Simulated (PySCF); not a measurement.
Silicon: a sound run and one with changed settings

Sound run: Si [Ne] 3s2 3p2, Si⁺ [Ne] 3s2 3p1. All numbers are calculated (PySCF 2.14, the non-relativistic Hamiltonian (point nucleus), in def2-SVP (4s3p1d, 18 functions)). In the sound run the correlated levels freeze [Ne]. The sound run starts from symmetry-adapted Hartree-Fock orbitals and uses a fine grid where one is needed.

A second run was set up differently.

```json
{"species": "Si", "method": "MP2", "sound run (hartree)": "-288.79662", "changed run (hartree)": "-288.80396", "converged": "yes"}
{"species": "Si", "method": "CCSD(T)", "sound run (hartree)": "-288.81556", "changed run (hartree)": "-288.82268", "converged": "yes"}
{"species": "Si⁺", "method": "MP2", "sound run (hartree)": "-288.50739", "changed run (hartree)": "-288.51475", "converged": "yes"}
{"species": "Si⁺", "method": "CCSD(T)", "sound run (hartree)": "-288.52584", "changed run (hartree)": "-288.53309", "converged": "yes"}
```

Ionisation energy of Si:

| method | sound run (eV) | changed run (eV) |
| --- | --- | --- |
| UHF | 7.645 | 7.645 |
| MP2 | 7.870 | 7.870 |
| SCS-MP2 | 7.803 | 7.802 |
| CCSD | 7.875 | 7.872 |
| CCSD(T) | 7.884 | 7.880 |

What was changed?
A. a valence shell is frozen
B. minimal basis
C. all electrons correlated in a valence basis
D. level shift left on

C. A valence basis has no tight correlating functions, so it recovers only part of the core correlation, and not evenly between atom and ion.
